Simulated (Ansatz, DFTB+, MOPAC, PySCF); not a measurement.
Molecule: aziridine, C2H5N, charge 0, multiplicity 1. SMILES: C1CN1
Coordinates optimised at B3LYP-D3(BJ)/def2-TZVP (Ansatz, an electronic-structure program):
```xyz
8

C     -0.0266    -0.3964     0.7404
N     -0.0403     0.8719     0.0001
C     -0.0474    -0.3972    -0.7389
H      0.8868     1.2834    -0.0132
H     -0.9333    -0.6098     1.2927
H     -0.9693    -0.6112    -1.2653
H      0.8882    -0.7010     1.2359
H      0.8531    -0.7023    -1.2597
```

Quantity: size of the dipole moment, in D. Terms: non-relativistic; no spin-orbit coupling; dispersion terms only where a functional's name holds one; six Cartesian d functions in 6-31G* and its kin unless marked 5d; SCC-DFTB with the Slater-Koster set that CP2K ships; PM7 with its own dispersion and hydrogen-bond terms; 6-311+G** with 5d. First-principles and DFTB rows: single points at B3LYP-D3(BJ) geometries (Ansatz). Semi-empirical rows: dipoles at the shared geometry.

```tsv
level	program	size of the dipole moment (D)
AM1	MOPAC	1.80
PM7	MOPAC	2.32
SCC-DFTB	DFTB+	1.00
PBE/STO-3G	Ansatz	1.69
PBE/3-21G	Ansatz	1.88
PBE/6-311+G**	Ansatz	1.81
B3LYP/6-31G	Ansatz	2.08
B3LYP/6-31G*	Ansatz	1.77
B3LYP/6-311+G**	Ansatz	1.88
M06-2X/6-311+G**	PySCF	1.91
```

No value to compare with is used here. The 10 habitual levels span 1.00 (SCC-DFTB) to 2.32 D (PM7).

The levels are drawn from those run, B3LYP/6-31G* more often than the rest, none by its result; runs whose electronic state is in doubt are left out.
